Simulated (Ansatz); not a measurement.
A structure relaxed at r2SCAN-D4/def2-TZVP in Ansatz, charge 0, singlet:

```xyz
7

Mg    0.028   -1.341   -0.537
Mg    1.660    0.089    2.085
Mg   -0.584    1.311   -0.167
H     0.512   -2.976   -0.627
H     0.575    0.307   -1.246
H    -0.861    2.957    0.196
H    -1.330   -0.348    0.296
```

Task: Give its formula and point group.

Result: Mg3H4 (the lowest singlet isomer of a short search). Point group C2v (tolerance 0.1 Å).

Task: Summarise the bond lengths by kind (pairs closer than 1.2 times the sum of covalent radii, bridged metal pairs left out).

Result: 6 × H–Mg 1.71 to 1.88 Å.

The structure comes from a short search, and lower isomers may exist.
